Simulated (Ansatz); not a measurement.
in.yaml

```yaml
crystal:
  periodic: [false, false, false]
  atoms:
    - {symbol: B, position_ang: [0.000000, 0.239336, 0.733304]}
    - {symbol: C, position_ang: [0.000000, -0.263083, -0.555159]}
    - {symbol: H, position_ang: [0.000000, 0.567842, -1.249985]}
basis:
  gaussian: {orbitals: 6-31G}
correlation: {method: fci, electrons: outside_noble_gas}
```

```sh
$ ansatz run in.yaml --threads 1 --pin off --events-out ev --progress --plain --max-ram 1536MiB
```

Output:

```
455 factors; integrals over basis functions are off by at most 1.6e-7 eV
mean field evaluation 1: about -1706.5427 eV, gradient 2.6e1 eV
mean field evaluation 2: about -1706.5449 eV, gradient 2.6e1 eV
mean field evaluation 4: about -1709.2352 eV, gradient 2.7e0 eV
mean field evaluation 8: about -1709.3538 eV, gradient 2.4e-1 eV
mean field evaluation 16: about -1709.3612 eV, gradient 8.9e-1 eV
mean field evaluation 32: about -1709.3411 eV, gradient 8.7e-1 eV
mean field evaluation 64: about -1709.3630 eV, gradient 2.6e-1 eV
mean field -1709.36622347 eV, -62.8180500626 hartree, gradient 2.8e-6 eV, S^2 0.000000; 9 other end points of the search recorded, 0 dependent functions left out; unrestricted orbitals would lower it
mean field evaluation 96: about -1711.8989 eV, gradient 4.6e-2 eV
determinant -1709.35647842 eV, -62.8176919385 hartree, with singles and doubles -1714.99025436 eV, -63.0247293857 hartree
determinant -1708.99200344 eV, -62.8042977301 hartree, with singles and doubles -1712.55308248 eV, -62.9351649710 hartree
unrestricted determinant -1711.89894052 eV, -62.9111256974 hartree, S^2 1.3191
2 core orbitals not correlated: weight in the atoms' cores, before any rotation towards them, 1.000 or more for the frozen orbitals, at most 0.000 for the correlated occupied ones
reference -1709.35647842 eV, -62.8176919385 hartree; 4, 4 occupied and 14, 14 virtual orbitals, 455 factors
state -1715.41970628 eV, -63.0405114527 hartree
Total energy: -1715.41970628 eV, -63.0405114527 hartree
```

Natural occupations: 1.9752 1.9565 1.8723 1.5781 0.4043 0.1186 0.0289 0.0236 0.0140 0.0072 0.0057 0.0047 0.0038 0.0026 0.0023 0.0012 0.0007 0.0004.

Ran on 1 thread of Intel Xeon, shared host: 34 s wall, 0.56 GiB peak host memory.
